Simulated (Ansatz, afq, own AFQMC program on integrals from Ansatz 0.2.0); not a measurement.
**Si$_{2}$H$_{3}$⁺, triplet: AFQMC among the cluster methods**

```yaml
atoms:
  - { symbol: Si, position_ang: [0.0000, 0.0235, 1.0897] }
  - { symbol: Si, position_ang: [0.0000, -0.0769, -1.1897] }
  - { symbol: H, position_ang: [0.0000, 1.2166, 1.9857] }
  - { symbol: H, position_ang: [0.0000, -1.1800, 1.9697] }
  - { symbol: H, position_ang: [0.0000, 1.4507, -1.1705] }
```

Connectivity, by distances: SiH2–SiH.

Basis aug-cc-pVDZ. Noble-gas cores (and the filled d shells of Ga–Kr and In–Xe) are frozen. Integrals, coupled cluster, full CI and functionals: Ansatz 0.2.0; the random walks run on the same integrals in our own AFQMC program. The CISD trial takes its coefficients from CCSD amplitudes. Released means that phaseless walkers are propagated on without the constraint, phases kept. Error bars are statistical, one sigma.

Determinant: UHF, the one that the program's search chose, which needn't be the lowest solution. The geometry is a PBE0/def2-TZVP stationary point of this or a neighbouring charge and spin state.

No full CI on the walks' own integrals is used here; CCSDT(Q) serves as the reference and is uncertain by about the last step of the cluster series.

Cautions: another spin lies lower (by 266 meV); the released energies are still falling, so no released level is given (meV from the phaseless value at times in 1/Eh: -6 ± 4 at 0.24, -8 ± 3 at 0.51, -12 ± 4 at 0.99, -16 ± 4 at 1.62, -20 ± 5 at 2.40), though the last usable value meets CCSDT(Q) within the noise.

The T1 diagnostic is 0.0266 and the weight of the determinant in the CISD state is 0.867. The ⟨S²⟩ of the determinant is 2.009 and the size of the correlated space is 10 electrons in 71 orbitals.

Reference: CCSDT(Q), correlation energy -5.370 eV.

```tsv
level	E − E(reference) (kJ/mol)	share of correlation (%)
HF	518.1	0.00
MP2	126.8	75.52
CCSD	22.3	95.70
CCSD(T)	5.5	98.94
CCSDT	0.9	99.83
ph-AFQMC/HF	1.1 ± 2.3	99.79
ph-AFQMC/CISD	1.8 ± 0.4	99.65
```

A walk keeps the symmetry of its determinant, which the program's search chose and which needn't be the lowest solution, so a lower state of the same spin and another symmetry isn't excluded.
